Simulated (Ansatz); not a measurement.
**AlBH (doublet): from Hartree-Fock to the top rungs at angle Al2–B1–H3 = 118.8°, 6-31G**

Aim: climb from Hartree-Fock through coupled cluster and multireference methods for AlBH (doublet) at one geometry and basis, and see what each rung misses.

Program: Ansatz 0.2.0, Gaussian basis. Level of theory: 6-31G, core rule «outside noble gas», up to 6 orbitals frozen. These are calculated values, not measurements.

To be run: UHF; CCSD(T) on ROHF; CCSD(T) on UHF; BCCD(T) on ROHF; CISD; CCSDT(Q) on ROHF; CCSDT(Q) on UHF; CCSDTQ on ROHF; CCSDTQ on UHF; CASSCF and MRCISD+Q, 3 electrons in 3 orbitals; CASSCF and NEVPT2, 3 electrons in 3 orbitals; CASSCF and MRCISD+Q, 7 electrons in 9 orbitals; CASSCF and MRCISD+Q(relaxed), 7 electrons in 9 orbitals; CASSCF and NEVPT2, 7 electrons in 9 orbitals; Full CI.

12 further runs of the same task are left out: 11 that didn't finish, 1 set aside as unsound or not needed.

## 1. The geometry

The geometry derives from a PBE0/def2-TZVP stationary point (not a proven minimum). One angle is set to the value named; bond lengths are kept.

3 atoms, charge 0, spin multiplicity 2.

Atoms are counted from 1 here; the program's logs count them from 0.

Bond lengths: B1–Al2 2.120 Å, B1–H3 1.196 Å. Angles: Al2–B1–H3 118.8°.

## 2. UHF

in.yaml reads:

```yaml
crystal:
  periodic: [false, false, false]
  atoms:
    - {symbol: B, position_ang: [0.000000, -0.667836, 1.297903]}
    - {symbol: Al, position_ang: [0.000000, 0.266879, -0.605119]}
    - {symbol: H, position_ang: [0.000000, 0.019016, 2.277339]}
basis:
  gaussian: {orbitals: 6-31G}
magnetization: {spin_polarized: true, initial_magnetization: 1}
hamiltonian: {xc: hf}
output: {orbitals: {seedname: orbitals}}
```

Command:

```bash
ansatz run in.yaml --threads 1 --pin off --events-out ev --progress --plain --max-ram 2393MiB
```

The runs that follow: CCSD(T) on ROHF; CCSD(T) on UHF; BCCD(T) on ROHF; CISD; CCSDT(Q) on ROHF; CCSDT(Q) on UHF; CCSDTQ on ROHF; CCSDTQ on UHF; CASSCF and MRCISD+Q, 3 electrons in 3 orbitals; CASSCF and NEVPT2, 3 electrons in 3 orbitals; CASSCF and MRCISD+Q, 7 electrons in 9 orbitals; CASSCF and MRCISD+Q(relaxed), 7 electrons in 9 orbitals; CASSCF and NEVPT2, 7 electrons in 9 orbitals; Full CI.

**Question.** What will the summary of the whole plan be? Wanted: FCI below the RHF energy; RMP2 from FCI; UMP2 from FCI; RCCSD from FCI; RCCSD(T) from FCI; UCCSD(T) from FCI; RCCSDT(Q) from FCI; UCCSDT(Q) from FCI; NEVPT2 valence from FCI.

**Answer**, as computed:

```
                          quantity                                                                                                                value
          FCI below the RHF energy                                                                                                           -2.6994 eV
                     RMP2 from FCI                                                                                                      +24.85 kcal/mol
                     UMP2 from FCI                                                                                                      +26.23 kcal/mol
                    RCCSD from FCI                                                                                                       +3.70 kcal/mol
                 RCCSD(T) from FCI                                                                                                       +1.30 kcal/mol
                 UCCSD(T) from FCI                                                                                                       +1.25 kcal/mol
                RCCSDT(Q) from FCI                                                                                                       +0.02 kcal/mol
                UCCSDT(Q) from FCI                                                                                                       -0.02 kcal/mol
           NEVPT2 valence from FCI                                                                                                       +4.67 kcal/mol
         MRCISD+Q valence from FCI                                                                                                       +0.15 kcal/mol
MRCISD+Q(relaxed) valence from FCI                                                                                                       -0.09 kcal/mol
 levels within 1 kcal/mol (43 meV)  RCCSDT, UCCSDT, RCCSDT(Q), UCCSDT(Q), RCCSDTQ, UCCSDTQ, MRCISD valence, MRCISD+Q valence, MRCISD+Q(relaxed) valence
                     T1 diagnostic                                                                                                                0.067
    effectively unpaired electrons                                                                                                                 1.25
```

**Reading.** RCCSD(T) lands +1.30 kcal/mol from the yardstick (2.1 % of the correlation energy). MRCISD+Q(relaxed) valence falls below full CI: the +Q correction isn't variational, and the cores differ from full CI's. The occupations show some static correlation. Of the multireference levels listed MRCISD+Q(relaxed) valence comes nearest in total energy (-0.09 kcal/mol), which doesn't show that its space is the better one. Coupled cluster took another determinant than the lowest Hartree-Fock one. These misses are within one basis, not against nature; the frozen cores of restricted and unrestricted runs differ, which can shift their rows.
